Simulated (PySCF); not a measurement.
# C4H5NO (2-Methyloxazole): the cost of one run

Programs: PySCF 2.14.0, with density-fitted response routines of our own. Each step states its level of theory. These are calculated values for one molecule, in the gas phase or a continuum, unless marked as measured. Atoms are numbered from 0 throughout.

## (1) The molecule as given

11 atoms, charge 0, multiplicity 1; geometry from: GFN2-xTB. The atoms were then displaced at random by about 0.01 Å, so the start is not that level's minimum.

Bonds of the start (Å): C0–C1 1.46, C1–N2 1.28, N2–C3 1.42, C3–C4 1.36, C4–O5 1.36, O5–C1 1.36, C0–H6 1.07, C0–H7 1.11, C0–H8 1.08, C3–H9 1.05, C4–H10 1.06.

## (2) Optimising the geometry at PBE0-D3(BJ)/def2-TZVP

The job: settings as JSON, then the geometry in Å.

```
{"job": {"xc": "PBE0", "basis": "def2-TZVP", "d3": "d3bj", "grid": 2, "shake": 0.01, "kind": "geom"}, "charge": 0, "multiplicity": 1}
C     -1.815650    -0.090640     0.228760
C     -0.368750    -0.068820     0.072910
N      0.445490    -0.939990     0.542530
C      1.737220    -0.512940     0.152560
C      1.558840     0.620430    -0.571890
O      0.238350     0.925880    -0.619170
H     -2.118950    -0.933830     0.807940
H     -2.147420     0.848720     0.722950
H     -2.314280    -0.097520    -0.734250
H      2.585780    -1.061080     0.424730
H      2.237500     1.283960    -1.042730
```

The run is started by

```
OMP_NUM_THREADS=1 python probes_run.py task.json out
```

This one command runs all jobs of the session in turn.

**Question.** How long does this first job take on 1 thread of Arm Neoverse V1, shared host, and how much memory does it need?

About 2.3 min, with a peak of 0.79 GiB.
